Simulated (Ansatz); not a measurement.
**How methods differ on SiH3OF (SMILES O[SiH2]F)**

SiH3OF has 6 atoms, charge 0, and is taken as a singlet. As SMILES, `O[SiH2]F`. Geometry: relaxed at PBE0-D4/def2-TZVP. This is one conformer, not always the lowest.

```xyz
6

O    -0.8535   -0.2092   -0.9241
Si    0.3783   -0.0093    0.1239
F     0.1808   -0.9228    1.4178
H    -1.7142    0.1502   -0.7056
H     1.5956   -0.4585   -0.5758
H     0.4551    1.3856    0.6176
```

Each level gives the energy change with the Si2–F3 bond stretched from 1.596 to 2.394 Å (eV). The values are calculated.

| level | kind | program | value (eV) | less FCI/STO-3G | CPU time (all runs) |
| --- | --- | --- | --- | --- | --- |
| HF/STO-3G (restricted) | Hartree–Fock | Ansatz | 4.99 | +2.00 | 0.26 s |
| SVWN5/STO-3G (restricted) | LDA | Ansatz | 3.45 | +0.46 | 2 s |
| revPBE/STO-3G (restricted) | GGA | Ansatz | 2.99 | 0.00 | 3 s |
| BHLYP/STO-3G (restricted) | global hybrid | Ansatz | 4.16 | +1.17 | 2.6 s |
| PBE0/STO-3G (restricted) | global hybrid | Ansatz | 3.64 | +0.65 | 2.8 s |
| wB97X/STO-3G (restricted) | range-separated hybrid | Ansatz | 3.84 | +0.85 | 13 s |
| CCSDT(Q)/STO-3G (restricted) | coupled cluster or CI | Ansatz | 2.99 | 0.00 | 1.4 s |
| CCSDT/STO-3G (restricted) | coupled cluster or CI | Ansatz | 2.99 | 0.00 | 1.2 s |
| FCI/STO-3G | exact in the basis | Ansatz | 2.99 | 0.00 | 1.9 min |

FCI/STO-3G is exact within its basis and frozen core, so for wave-function methods in that basis the difference is their error; functionals converge differently with the basis, so for them it is only a difference. A spin-restricted reference rises too steeply as a bond breaks; here HF/STO-3G, SVWN5/STO-3G, BHLYP/STO-3G, PBE0/STO-3G, wB97X/STO-3G lie well above the multireference or unrestricted value. The first shape isn't each level's own minimum. The values span 2.99 to 4.99 eV. All rows use very small basis sets, so none should be taken for the real molecule's value. Times are those of the runs behind each value, whatever else they computed, on shared processors of several kinds: orders of magnitude only.
